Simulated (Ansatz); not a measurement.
A nudged elastic band was laid between two geometries of CH5OS (8 atoms, charge 1, multiplicity 1).

These are results of RKS PBE0-D4/6-31G in Ansatz 0.2.0, not measurements.

```yaml
movable_images: 9
climbing_image: yes
spring: 5.0 eV/Å²
optimiser: quadratic models (default)
start_path: through a guess of the saddle point
force_threshold: 0.03 eV/Å
iteration_limit: 60
end_points: relaxed
```

Initial state:

```xyz
8
Properties=species:S:1:pos:R:3
C -0.835 0.695 0.005
S 0.803 -0.005 0.583
O 0.747 -1.519 -0.322
H -1.605 0.211 0.605
H -0.940 0.464 -1.055
H -0.808 1.771 0.194
H 1.655 0.652 -0.285
H 0.984 -2.269 0.275
```

Final state:

```xyz
8
Properties=species:S:1:pos:R:3
C -0.786 0.752 -0.013
S 0.968 0.123 0.176
O 0.602 -1.603 0.180
H -1.301 0.090 -0.711
H -0.722 1.777 -0.386
H -1.232 0.722 0.980
H 1.379 0.183 -1.143
H 1.091 -2.044 0.917
```

Problem. Which bonds break or form, and what moves?

Solution. No bond is made or broken. The dihedral H5–C1–S2–O3 goes from -40 to -160°. The two ends are copies of one structure, up to a mirror image or an exchange of like atoms.

Problem. Give the energies along the band, and the barrier.

Solution. The forces met the threshold. The highest image is number 5 of 0 to 10, 5.9 kJ/mol above the ends, which have the same energy within 2 meV. A vibrational analysis at the climbing image gives one clearly imaginary mode, 157i cm⁻¹: a first-order saddle point. Limits of this set-up: no polarisation functions, the dipole of an ion depends on the origin.

```csv
image,path coordinate (Å),energy (kJ/mol),dihedral H5–C1–S2–O3 (°)
0,0.00,0.0,-40
1,0.30,0.6,-51
2,0.60,2.1,-63
3,0.90,3.9,-75
4,1.20,5.3,-87
5,1.51,5.9,-99
6,1.81,5.3,-111
7,2.12,3.8,-124
8,2.42,2.0,-136
9,2.73,0.6,-148
10,3.03,0.0,-160
```

Problem. What is the geometry of the highest image?

Solution. 
```xyz
8
Properties=species:S:1:pos:R:3:forces:R:3
C -0.806 0.754 -0.013 0.02 -0.01 0.00
S 0.919 0.090 0.364 -0.01 0.00 -0.01
O 0.608 -1.608 -0.012 0.00 0.00 0.00
H -1.457 -0.122 0.042 0.00 0.00 0.00
H -0.818 1.195 -1.009 0.00 0.00 0.00
H -1.037 1.479 0.767 -0.01 0.00 0.00
H 1.568 0.390 -0.819 0.00 0.00 0.00
H 1.023 -2.179 0.678 0.00 0.00 0.00
```

Problem. What are the harmonic wavenumbers there?

Solution. 157i, 204, 334, 605, 716, 778, 926, 1048, 1089, 1257, 1415, 1480, 1485, 2489, 3112, 3245, 3270, 3579 cm⁻¹.

Time of the run: 76 s on 1 thread of Arm Neoverse V2 (shared host), peak memory 0.098 GiB.
